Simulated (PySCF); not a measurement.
Isomers of C5H11F, mass 90.084 u with the commonest isotopes. Theory: PBE0-D3(BJ)/def2-SVP geometry optimisation, gas phase in PySCF. One conformer each, none proved a minimum here; rigid rotors.

Task: Order these by out-of-plane moment Σ m c² = (Ia + Ib − Ic)/2, largest first.
A. `[CH3:1][CH:2]([CH3:3])[C@@H:4]([CH3:5])[F:6]` with C1–C2–C4–C5 176°
B. `[CH3:1][CH2:2][C@@H:3]([CH3:4])[CH2:5][F:6]` with C1–C2–C3–C4 175°, C2–C3–C5–F6 -60°
C. `[CH3:1][CH:2]([CH3:3])[CH2:4][CH2:5][F:6]` with C1–C2–C4–C5 -174°, C2–C4–C5–F6 175°

Result: A (38.72 u·Å²), B (26.56 u·Å²), C (12.21 u·Å²).

Task: Order these by rotational constant A, largest first.
A. `[CH3:1][CH:2]([CH3:3])[CH2:4][CH2:5][F:6]` with C1–C2–C4–C5 -174°, C2–C4–C5–F6 175°
B. `[CH3:1][CH:2]([CH3:3])[C@@H:4]([CH3:5])[F:6]` with C1–C2–C4–C5 176°
C. `[CH3:1][CH2:2][C@@H:3]([CH3:4])[CH2:5][F:6]` with C1–C2–C3–C4 175°, C2–C3–C5–F6 -60°

Result: A (6931 MHz), B (4522 MHz), C (4070 MHz).

Task: Order these by radius of gyration √(Σ m r²/M), largest first.
A. `[CH3:1][CH:2]([CH3:3])[CH2:4][CH2:5][F:6]` with C1–C2–C4–C5 -174°, C2–C4–C5–F6 175°
B. `[CH3:1][CH2:2][C@@H:3]([CH3:4])[CH2:5][F:6]` with C1–C2–C3–C4 175°, C2–C3–C5–F6 -60°
C. `[CH3:1][CH:2]([CH3:3])[C@@H:4]([CH3:5])[F:6]` with C1–C2–C4–C5 176°

Result: A (1.995 Å), B (1.765 Å), C (1.694 Å).

| SMILES | point group | Ia (u·Å²) | Ib (u·Å²) | Ic (u·Å²) | κ | μa (D) | μb (D) | μc (D) |
| --- | --- | --- | --- | --- | --- | --- | --- | --- |
| CC(C)[C@@H](C)F | C1 | 111.76 | 185.35 | 219.67 | -0.62 | 0.16 | 1.00 | 1.32 |
| CC[C@@H](C)CF | C1 | 124.17 | 183.13 | 254.17 | -0.26 | 0.65 | 0.79 | 1.22 |
| CC(C)CCF | C1 | 72.92 | 297.70 | 346.19 | -0.91 | 1.73 | 0.57 | 0.46 |
